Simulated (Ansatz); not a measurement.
Body-centred tetragonal In, treated with rVV10 (Ansatz, a program for electronic structure, plane waves, PAW).

Run with plane-wave cutoff 520 eV, 24×24×24 k mesh, Fermi–Dirac smearing 0.05 eV, scalar-relativistic PAW data made under PBE.

Cell (relaxed at this level):

```yaml
crystal:
  lattice:
    - [-1.66534, 1.66534, 2.53365]
    - [1.66534, -1.66534, 2.53365]
    - [1.66534, 1.66534, -2.53365]
  atoms:
    - { symbol: In, position: [0.00000, 0.00000, 0.00000] }
```

Task: What does this level give for the bulk modulus B0 and pressure derivative B′ of the bulk modulus?

Result: 
bulk modulus B0: 33.6 GPa
pressure derivative B′ of the bulk modulus: 5.5

The run finds no gap.

Measured, for comparison: bulk modulus 44.7 GPa (copied from a table, unchecked, extrapolated to 0 K and zero-point effects removed; as tabulated in Lejaeghere et al. (2013), arXiv:1204.2733). Computed (rounded) less measured: bulk modulus not scored (unchecked).

Note: the bulk modulus comes from volumes at which shape and atoms were relaxed.

Spin–orbit coupling is not included.

Computed values are for the static lattice.
